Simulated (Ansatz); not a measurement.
Born–Oppenheimer molecular dynamics of BClH₄S (7 atoms, charge 0, multiplicity 1). It starts at the highest image of a converged band. Of that band: The profile has 2 maxima (images 1, 3) with wells between them (image 2): this band takes more than one step, which may be the mechanism or a detour left from its start path. A vibrational analysis at the climbing image gives one clearly imaginary mode, 518i cm⁻¹: a first-order saddle point.

Computed with RKS PBE-D4/6-31G* in Ansatz 0.2.0.

| Item | Value |
| --- | --- |
| ensemble | NVE (velocity Verlet) |
| time step | 0.5 fs |
| steps asked | 200 |
| starting velocities drawn for | 300 K |
| seed | 8836 |

Frames 2.5 fs apart, positions in Å, forces in eV/Å.

Velocities at 65 fs (Å/ps):

```
B 0.96 -8.86 8.09
Cl -1.47 6.97 3.11
H 7.35 11.85 21.79
H -13.10 6.49 -18.25
S 1.30 -7.19 -7.05
H 6.98 28.04 31.82
H -1.22 32.21 -7.03
```

```xyz
7
Properties=species:S:1:pos:R:3:forces:R:3 time_fs=65 energy_less_start_eV=-0.386 T=898
B 0.112 -0.133 0.226 -1.39 -0.50 1.26
Cl -0.265 0.328 2.086 0.40 -0.53 -2.07
H 1.094 0.236 -0.288 1.13 0.13 0.19
H -0.781 -0.232 -0.592 -0.36 0.17 0.57
S 0.344 -2.470 0.128 0.50 0.04 1.01
H -0.782 -2.951 0.739 0.02 0.34 -0.20
H 1.095 -2.853 1.248 -0.31 0.35 -0.77
7
Properties=species:S:1:pos:R:3:forces:R:3 time_fs=67.5 energy_less_start_eV=-0.429 T=965
B 0.110 -0.157 0.248 -1.13 0.10 0.13
Cl -0.269 0.345 2.092 0.34 -0.71 -1.95
H 1.139 0.266 -0.226 0.18 -0.32 0.44
H -0.815 -0.210 -0.613 0.45 0.15 1.18
S 0.348 -2.488 0.111 -0.16 0.55 0.52
H -0.764 -2.872 0.812 -0.01 0.23 -0.31
H 1.088 -2.765 1.213 0.33 0.02 -0.01
7
Properties=species:S:1:pos:R:3:forces:R:3 time_fs=70 energy_less_start_eV=-0.437 T=978
B 0.103 -0.179 0.272 -0.07 0.80 -0.06
Cl -0.272 0.361 2.095 0.24 -0.86 -1.71
H 1.195 0.277 -0.139 -0.71 -0.72 0.46
H -0.826 -0.180 -0.567 0.46 0.05 0.95
S 0.351 -2.505 0.095 -0.70 0.84 0.09
H -0.746 -2.780 0.867 -0.02 0.06 -0.35
H 1.100 -2.675 1.177 0.80 -0.16 0.61
7
Properties=species:S:1:pos:R:3:forces:R:3 time_fs=72.5 energy_less_start_eV=-0.482 T=1045
B 0.095 -0.197 0.296 0.95 1.06 0.84
Cl -0.274 0.375 2.094 0.13 -0.94 -1.34
H 1.214 0.247 -0.026 -0.71 -0.71 0.09
H -0.814 -0.148 -0.469 -0.37 -0.02 -0.06
S 0.353 -2.520 0.080 -0.30 0.85 0.80
H -0.729 -2.683 0.901 0.00 -0.11 -0.30
H 1.154 -2.593 1.171 0.29 -0.13 -0.02
7
Properties=species:S:1:pos:R:3:forces:R:3 time_fs=75 energy_less_start_eV=-0.409 T=934
B 0.092 -0.210 0.325 0.75 0.85 1.61
Cl -0.276 0.388 2.092 0.03 -0.94 -0.86
H 1.194 0.176 0.090 0.26 -0.29 -0.49
H -0.823 -0.116 -0.373 -0.93 -0.03 -0.83
S 0.355 -2.534 0.066 0.30 0.86 1.53
H -0.712 -2.593 0.918 0.02 -0.25 -0.19
H 1.225 -2.520 1.164 -0.43 -0.19 -0.77
7
Properties=species:S:1:pos:R:3:forces:R:3 time_fs=77.5 energy_less_start_eV=-0.328 T=808
B 0.092 -0.218 0.362 -0.95 0.79 0.98
Cl -0.278 0.399 2.088 -0.05 -0.85 -0.34
H 1.190 0.088 0.179 1.11 0.07 -0.85
H -0.879 -0.087 -0.320 0.06 -0.16 -0.41
S 0.357 -2.546 0.054 0.37 0.81 1.41
H -0.694 -2.519 0.923 0.02 -0.35 -0.05
H 1.272 -2.459 1.114 -0.57 -0.30 -0.73
7
Properties=species:S:1:pos:R:3:forces:R:3 time_fs=80 energy_less_start_eV=-0.274 T=724
B 0.088 -0.221 0.404 -0.83 1.15 -0.14
Cl -0.280 0.409 2.083 -0.09 -0.71 0.14
H 1.242 0.002 0.219 0.13 0.01 -0.71
H -0.932 -0.068 -0.292 1.02 -0.30 0.06
S 0.360 -2.556 0.046 -0.28 0.54 0.50
H -0.674 -2.465 0.926 0.02 -0.41 0.07
H 1.290 -2.414 1.025 0.02 -0.28 0.08
7
Properties=species:S:1:pos:R:3:forces:R:3 time_fs=82.5 energy_less_start_eV=-0.166 T=558
B 0.079 -0.218 0.445 0.53 1.16 -0.97
Cl -0.283 0.417 2.079 -0.11 -0.50 0.65
H 1.302 -0.084 0.218 -1.12 0.09 -0.33
H -0.928 -0.067 -0.263 0.99 -0.30 0.01
S 0.362 -2.566 0.038 -1.03 0.14 -0.36
H -0.653 -2.435 0.933 0.06 -0.43 0.17
H 1.309 -2.386 0.940 0.69 -0.17 0.84
7
Properties=species:S:1:pos:R:3:forces:R:3 time_fs=85 energy_less_start_eV=-0.139 T=516
B 0.074 -0.208 0.481 1.60 0.74 -1.26
Cl -0.285 0.425 2.076 -0.15 -0.24 1.18
H 1.300 -0.162 0.197 -1.24 0.38 -0.01
H -0.870 -0.082 -0.235 0.09 -0.14 -0.52
S 0.362 -2.575 0.030 -0.61 -0.08 -0.03
H -0.628 -2.431 0.949 0.11 -0.41 0.21
H 1.363 -2.369 0.899 0.20 -0.25 0.43
7
Properties=species:S:1:pos:R:3:forces:R:3 time_fs=87.5 energy_less_start_eV=-0.111 T=473
B 0.077 -0.195 0.511 1.23 0.32 -1.37
Cl -0.288 0.432 2.075 -0.23 0.00 1.62
H 1.230 -0.218 0.173 -0.04 0.61 0.02
H -0.806 -0.106 -0.239 -0.68 0.00 -0.85
S 0.361 -2.585 0.022 0.22 -0.14 0.67
H -0.597 -2.450 0.978 0.15 -0.37 0.18
H 1.428 -2.368 0.883 -0.65 -0.42 -0.27
7
Properties=species:S:1:pos:R:3:forces:R:3 time_fs=90 energy_less_start_eV=-0.050 T=379
B 0.086 -0.180 0.532 -0.75 0.12 -2.05
Cl -0.291 0.439 2.077 -0.28 0.16 1.84
H 1.161 -0.239 0.150 1.60 0.60 -0.19
H -0.776 -0.130 -0.287 -0.34 0.07 -0.14
S 0.361 -2.594 0.015 0.36 -0.19 0.85
H -0.557 -2.492 1.017 0.17 -0.34 0.07
H 1.457 -2.391 0.853 -0.75 -0.42 -0.38
7
Properties=species:S:1:pos:R:3:forces:R:3 time_fs=92.5 energy_less_start_eV=-0.097 T=451
B 0.091 -0.164 0.542 -0.74 -0.10 -3.13
Cl -0.295 0.447 2.081 -0.30 0.18 1.78
H 1.175 -0.224 0.118 1.07 0.59 0.15
H -0.767 -0.150 -0.344 0.16 0.15 0.66
S 0.361 -2.604 0.009 -0.34 -0.24 0.48
H -0.508 -2.554 1.061 0.12 -0.32 -0.04
H 1.446 -2.438 0.804 0.04 -0.27 0.10
```

Of the whole run (100 fs, mean temperature of the second half 776 K): The conserved energy stayed within 0.19 meV per atom of its start (net change 0.032 meV per atom), so the integration is sound. The kinetic energy rose, since the run started high on the potential surface and went downhill. It ends in pieces (BClH2 + H2S), so much of that is their flight and rotation, not heat. A run of 0.1 ps of so small a system gives no equilibrium averages. The orbitals stay closed-shell, which can raise the energy where a bond breaks towards radicals; this wasn't checked here.

The run took 2.3 min on 1 thread of Intel(R) Xeon(R) 6975P-C (Granite Rapids), with other jobs on the host, peak memory 0.12 GiB.
